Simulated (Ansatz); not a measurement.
The reference is Rh in the fcc (Cu type) structure (space group Fm-3m, No. 225).

```
CELL_PARAMETERS angstrom
      0.00000     1.89000     1.89000
      1.89000     0.00000     1.89000
      1.89000     1.89000     0.00000
ATOMIC_POSITIONS crystal
  Rh 0.00000 0.00000 0.00000
```

Method: PBEsol (Ansatz, an electronic-structure program, PAW, no spin-orbit coupling).

```
level   lattice parameter a
------  -------------------
PBEsol              3.780 Å
```

Problem. From these computed values, estimate the measured ones, and say how each level misses.

Solution. Measured: lattice parameter a 3.794 Å (static lattice; corrected from measurement; as listed in Daniel Mejia-Rodriguez, S. B. Trickey, Phys. Rev. B (2018)). Computed minus measured — lattice parameter a: PBEsol -0.4 %.

Stability against distortions was not tested. All final runs are without spin polarisation.
